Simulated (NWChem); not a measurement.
# Correlation energy of Si2

```
Si
Si 1 2.1533
```
Charge 0, spin multiplicity 3.

Everything below was run with NWChem. The geometry was optimised at UPBE0/def2-SVP, a minimum by its harmonic frequencies.

Basis set: 6-31G*. Each correlation energy counts from its own Hartree-Fock reference.

The correlated methods keep 10 core orbitals frozen. The Pople sets run with spherical d functions. This spin state was chosen for the runs; another may lie lower. The structure started from a generated list of species. The unpaired electrons of the parent sit in orbitals of symmetry ag and b3u (D2h labels of the run); other states weren't searched. The stability of the SCF solutions was not checked. Open-shell Hartree-Fock references start from PBE0 orbitals. No row is a measurement; the coupled-cluster row has its own basis-set and correlation limits.

Q: One of these methods gave a correlation energy of -139.1 mHa. Which?
(A) CCSD on UHF
(B) CCSD on ROHF
(C) CCSD[T] on UHF
(D) UMP2

A: D, UMP2. The others give -165.0 (CCSD on UHF), -175.6 (CCSD[T] on UHF), -169.5 (CCSD on ROHF).
